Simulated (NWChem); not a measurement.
**Correlation energy of CH$_{2}$**

```
C
H 1 1.0897
H 1 1.0897 2 134.26
```
Charge 0, spin multiplicity 3.

The numbers come from NWChem runs, not from measurements. The geometry was optimised at UPBE0/def2-SVP, a minimum by its harmonic frequencies.

Basis set: cc-pVQZ. Each correlation energy counts from its own Hartree-Fock reference.

The correlated methods keep 1 core orbital frozen. This spin state was chosen for the runs; another may lie lower. The structure started from a generated list of species. The unpaired electrons of the parent sit in orbitals of symmetry a1 and b2 (C2v labels of the run); other states weren't searched. The stability of the SCF solutions was not checked. Open-shell Hartree-Fock references start from PBE0 orbitals. Coupled-cluster values serve here as a point of comparison, not as the truth.

Problem. For the correlation energy, CCSD[T] on ROHF gives -153.3 mHa and CCSD(T) on ROHF gives -153.3 mHa. What do SCS-UMP2, CCSD on ROHF, URI-MP2 give?

Solution. SCS-UMP2: -126.9 mHa; CCSD on ROHF: -149.1 mHa; URI-MP2: -125.9 mHa.
